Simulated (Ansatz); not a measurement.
fcc Ni was calculated with PBEsol (Ansatz, a quantum-chemistry and plane-wave program, plane waves, PAW).

Numerical settings: plane-wave cutoff 500 eV, 16×22×1 k mesh (along the axes of the cell as run), Fermi–Dirac smearing 0.1 eV, scalar-relativistic PAW data made under PBE.

Q: Estimate the surface energy of the (110) face and work function of the (110) face that the calculation returns.

A: 
- surface energy of the (110) face = 2.75 J/m²
- work function of the (110) face = 4.66 eV

The slab of 12 atoms is relaxed and unreconstructed.

Computed values are for the static lattice.
